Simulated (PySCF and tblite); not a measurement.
Results of a calculation; reference values are marked as such.
System: C₅H₇ (charge -1), numbered as in [CH2:1]=[CH:2]/[CH:3]=[CH:4]\[CH2-:5].

Motion: rotation about the C4–C5 bond (torsion C3–C4–C5–H from -180° to 0°, rising). GFN2-xTB gives an electronic barrier of 44.8 kcal/mol.

The ion is treated without a counter-ion.

PBE0/pcSseg-1 + D3(BJ) on GFN2-xTB geometries gives 37.9 kcal/mol and k(298 K) = 1.7×10⁻¹³ s⁻¹.

(1) What does PBE0/cc-pVDZ + D3(BJ) give on GFN2-xTB geometries?

Programs: tblite and PySCF.

## Answers

(1) A barrier of 37.5 kcal/mol, 0.4 below the first DFT barrier (from unrounded values) and, with GFN2-xTB thermal terms, ΔG‡(298 K) = 34.9 kcal/mol and k = 3.2×10⁻¹³ s⁻¹ (2 equivalent paths).
